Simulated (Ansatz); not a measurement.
# SiH4O2 (SMILES O[SiH2]O): a rigid scan of the angle H5–Si2–O3

One table from this session's results is given with a row withheld; the runs are named, their logs left out.

The runs use Ansatz 0.2.0, Gaussian basis; single points in def2-TZVPP.

Levels: PBE-D4, r2SCAN-D4, PBE0-D4, B3LYP-D4, wB97M-V, Hartree-Fock, MP2, CCSD, CCSD(T). The scan takes 73.8, 81.3, 88.8, 96.3, 103.8, 111.3, 118.8, 126.3, 133.8°.

Correlated methods freeze the cores. B3LYP uses VWN-RPA correlation.

38 further runs of the same task are left out: 38 set aside as unsound or not needed.

## Starting geometry

The minimum, relaxed at PBE0-D4: SMILES `O[SiH2]O`, 7 atoms, charge 0, spin multiplicity 1.

Atoms are counted from 1 here; the program's logs count them from 0.

Bond lengths: O1–Si2 1.642 Å, O1–H4 0.958 Å, Si2–O3 1.642 Å, Si2–H5 1.481 Å, Si2–H6 1.481 Å, O3–H7 0.958 Å. Angles: Si2–O1–H4 117.7°, O1–Si2–O3 113.5°, O1–Si2–H5 111.5°, O1–Si2–H6 103.9°, O3–Si2–H5 103.8°, O3–Si2–H6 111.5°, H5–Si2–H6 112.9°, Si2–O3–H7 117.7°.

As a file:

```xyz
7
H4O2Si
O    -1.4110   -0.1288    0.2647
Si    0.1202    0.4080    0.0144
O     1.1880   -0.7927   -0.3224
H    -1.8734   -0.5206   -0.4777
H     0.1973    1.2933   -1.1705
H     0.4643    1.1019    1.2768
H     1.3760   -1.4291    0.3691
```

Energies of the minimum (eV), from earlier single points: PBE-D4 -12033.05449, r2SCAN-D4 -12038.89437, PBE0-D4 -12033.89191, B3LYP-D4 -12042.48654, wB97M-V -12039.70416, CCSD(T) -12022.62200.

At the minimum the angle H5–Si2–O3 is 103.8°.

Set-up of the first run:

ccsdt-tzvpp/in.yaml reads:

```yaml
crystal:
  periodic: [false, false, false]
  atoms:
    - {symbol: O, position_ang: [-1.411040, -0.128767, 0.264678]}
    - {symbol: Si, position_ang: [0.120176, 0.407969, 0.014363]}
    - {symbol: O, position_ang: [1.187966, -0.792714, -0.322380]}
    - {symbol: H, position_ang: [-1.873391, -0.520616, -0.477713]}
    - {symbol: H, position_ang: [0.693081, 0.725059, -1.314132]}
    - {symbol: H, position_ang: [0.464347, 1.101869, 1.276811]}
    - {symbol: H, position_ang: [1.375979, -1.429113, 0.369068]}
basis:
  gaussian: {orbitals: def2-TZVPP}
correlation: {method: ccsd_t}
```

No record of the launch command was kept for these runs.

Steps of the session up to this table: H5–Si2–O3 = 73.8°; H5–Si2–O3 = 81.3°; H5–Si2–O3 = 88.8°; H5–Si2–O3 = 96.3°; H5–Si2–O3 = 103.8°; H5–Si2–O3 = 111.3°; H5–Si2–O3 = 118.8°; H5–Si2–O3 = 126.3°; H5–Si2–O3 = 133.8°.

One table of the session follows, with a row left open; its other results are not shown here.

It belongs to the step «The curves». Energies less that of the minimum at the same level (eV):

```
      angle (°)  PBE-D4  PBE0-D4  B3LYP-D4  wB97M-V  Hartree-Fock
           73.8   0.831    0.887     0.907    0.904         1.089
           81.3   0.445    0.478     0.489    0.486         0.596
           88.8   0.188    0.205     0.211    0.208         0.264
           96.3   0.044    0.050     0.052    0.051         0.071
          103.8   0.000    0.000     0.000    0.000         0.000
103.8 (minimum)   0.000    0.000     0.000    0.000         0.000
          111.3       ?        ?         ?        ?             ?
          118.8   0.181    0.181     0.182    0.182         0.186
          126.3   0.397    0.403     0.407    0.405         0.433
          133.8   0.692    0.710     0.717    0.713         0.778
```

Estimate the missing values for angle (°) = 111.3.

**Answer.** PBE-D4: 0.048; PBE0-D4: 0.046; B3LYP-D4: 0.046; wB97M-V: 0.046; Hartree-Fock: 0.041.
